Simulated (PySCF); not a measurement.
## Converging PH⁺ in the basis (CCSD)

PySCF, UHF reference; doublet, unpaired electrons π ↑; De to P⁺ + H without counterpoise correction. Frozen cores follow the default of each basis and core potential.

| basis | relativity | functions | Re (Å) | ωe (cm⁻¹) | De (eV) | frozen orbitals |
| --- | --- | --- | --- | --- | --- | --- |
| 6-31G(d,p) | no relativity | 23 | 1.419 | 2470 | 3.10 | 5 |
| cc-pV(D+d)Z/cc-pVDZ | no relativity | 28 | 1.434 | 2413 | 3.15 | 5 |
| def2-TZVPPD | no relativity | 65 | 1.424 | 2404 | 3.41 | 5 |

Question: How does each smaller set differ from the one with most functions, def2-TZVPPD?

Answer: 6-31G(d,p): -0.5 pm, +2.7 % in ωe, -0.31 eV in De; cc-pV(D+d)Z/cc-pVDZ: +1.0 pm, +0.4 % in ωe, -0.26 eV in De. All at CCSD; the set with most functions is neither the basis-set limit nor always the best.

Correlated steps freeze 5 core orbitals. Correlated levels converge slowly with the basis: in double zeta they bind strong bonds too weakly, by up to about 1 eV, and carry superposition errors of some tenths. For an ion De counts to the pair picked by the measured ionisation energies or electron affinities, which need not be the lowest pair at this level. The state is the lowest determinant that a PBE0 search found; another state may lie lower at other levels.
